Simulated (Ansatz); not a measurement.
We consider trigonal Te, described by rVV10 (plane waves, PAW; Ansatz, a program for electronic structure).

Run with plane-wave cutoff 500 eV, 12×12×6 k mesh (along the axes of the cell as run), gaussian smearing 0.02 eV, scalar-relativistic PAW data made under PBE.

Cell (relaxed at this level):

```
CELL_PARAMETERS angstrom
      2.26073    -3.91570     0.00000
      2.26073     3.91570     0.00000
      0.00000     0.00000     6.02195
ATOMIC_POSITIONS crystal
  Te 0.00000 0.27230 0.66667
  Te 0.72770 0.72770 0.00000
  Te 0.27230 0.00000 0.33333
```

Task: What does this level give for the band gap?

Result: 
* **band gap**: 0.17 eV (on the SCF k mesh)

Measured, for comparison: band gap 0.33 eV (temperature not stated, no zero-point or thermal correction, compiled measured gap; kind and temperature not stated; as tabulated in Kothakonda et al. (2022), arXiv:2208.02841).

Spin–orbit coupling is not included; with these elements it can move the gap by several tenths of an eV or more.

The computed numbers hold no vibrational or temperature effects.

Cost on a shared machine: very roughly 6 core-minutes.
